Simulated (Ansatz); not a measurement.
H3NSSi, SMILES `N[Si]S`, relaxed with RKS PBE0-D4/def2-TZVP in Ansatz from a PBE-D4/def2-SVP geometry. The force threshold is 0.005 eV/Å; the program also tests the step.

Charge 0, multiplicity 1.

Start:

```xyz
6

N     0.468   -0.896   -0.667
Si    0.495   -0.120    0.887
S    -1.003    1.417    0.434
H    -0.082   -0.650   -1.497
H     1.064   -1.709   -0.838
H    -0.942    1.958    1.682
```

(1) By how much does the energy fall, and how many steps does the optimiser take? (Best estimate.)

(2) Which bonds change most? (Estimate.)

(3) Give the relaxed structure. (Estimate.)

## Answers

(1) Computed: 0.84 kcal/mol, in 9 steps, 2 of them rejected.

(2) Computed: Si2–S3 from 2.194 to 2.160 Å; N1–Si2 from 1.737 to 1.708 Å; S3–H6 from 1.361 to 1.342 Å; N1–H4 from 1.025 to 1.009 Å.

(3) The calculation gave: 
```xyz
6

N     0.464   -0.886   -0.658
Si    0.477   -0.127    0.872
S    -0.990    1.397    0.430
H    -0.086   -0.640   -1.467
H     1.059   -1.681   -0.831
H    -0.924    1.938    1.655
```
